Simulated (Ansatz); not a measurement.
# C3H8OS: a dynamics run in two tries

Wanted: a short trajectory, and a check that the input is sound. SMILES of the start: COC(C)S.

Method: RKS PBE-D4/STO-3G, in Ansatz 0.2.0.

## 1. The system as given

Bond lengths: C1–O2 1.477 Å, O2–C3 1.481 Å, C3–C4 1.563 Å, C3–S5 1.857 Å, C1–H6 1.120 Å, C1–H7 1.111 Å, C1–H8 1.119 Å, C3–H9 1.123 Å, C4–H10 1.106 Å, C4–H11 1.107 Å, C4–H12 1.106 Å, S5–H13 1.371 Å. Angles (14 of 20 angles, heavy atoms first): C1–O2–C3 107.3°, O2–C3–C4 105.2°, O2–C3–S5 114.6°, C4–C3–S5 112.7°, O2–C1–H6 112.3°, O2–C1–H7 106.7°, O2–C1–H8 111.5°, O2–C3–H9 110.5°, C4–C3–H9 109.2°, S5–C3–H9 104.7°, C3–C4–H10 110.4°, C3–C4–H11 110.1°, C3–C4–H12 110.2°, C3–S5–H13 93.6°.

As a file:

```xyz
13

C    -1.8644   -0.2275    0.6561
O    -0.8761    0.4865   -0.1768
C     0.3874   -0.2836   -0.1184
C     1.3028    0.3470   -1.2170
S     1.1952   -0.3177    1.5535
H    -2.1121   -1.2397    0.2463
H    -2.7849    0.3949    0.6618
H    -1.4986   -0.3586    1.7058
H     0.2016   -1.3628   -0.3666
H     1.5021    1.4112   -0.9889
H     0.8084    0.2872   -2.2053
H     2.2670   -0.1926   -1.2677
H     1.4919    1.0210    1.5320
```

## 2. First attempt

Input file input.yaml:

```yaml
crystal:
  periodic: [false, false, false]
  atoms:
    - { symbol: C, position_ang: [-1.864408, -0.227459, 0.656107] }
    - { symbol: O, position_ang: [-0.876143, 0.4865, -0.176827] }
    - { symbol: C, position_ang: [0.387434, -0.283584, -0.118436] }
    - { symbol: C, position_ang: [1.302751, 0.346954, -1.216952] }
    - { symbol: S, position_ang: [1.195229, -0.317657, 1.553474] }
    - { symbol: H, position_ang: [-2.112066, -1.239653, 0.246284] }
    - { symbol: H, position_ang: [-2.78486, 0.39489, 0.661844] }
    - { symbol: H, position_ang: [-1.498601, -0.358634, 1.705787] }
    - { symbol: H, position_ang: [0.201618, -1.3628, -0.366598] }
    - { symbol: H, position_ang: [1.50207, 1.411157, -0.988923] }
    - { symbol: H, position_ang: [0.808402, 0.287191, -2.205323] }
    - { symbol: H, position_ang: [2.267038, -0.192556, -1.267691] }
    - { symbol: H, position_ang: [1.491935, 1.020951, 1.531955] }
basis:
  gaussian: { orbitals: STO-3G }
hamiltonian:
  xc: pbe
  dispersion: d4
md:
  timestep: 0.5
  n_steps: 25
  ensemble: nvt
  temperature: 1000.0
  initial_velocities: maxwell_boltzmann
  seed: 710189
  masses: [{ species: H, mass: 2.014 }]
scf:
  lower_state_search: "off"
```

Run with:

```console
$ ansatz run input.yaml --threads 1 --pin off --max-ram 2048MiB --backend cpu --events-out ev --progress --plain --runs-dir out
```

Before running it: what results should come out? Wanted: first try.

**Answer**, as computed:

```
 quantity                                                                              value
first try                                                                            refused
    cause  the word typed for the ensemble or optimiser is not among those the program lists
```

**Reading.** The fault in the first input was caught at the input check and cost nothing.
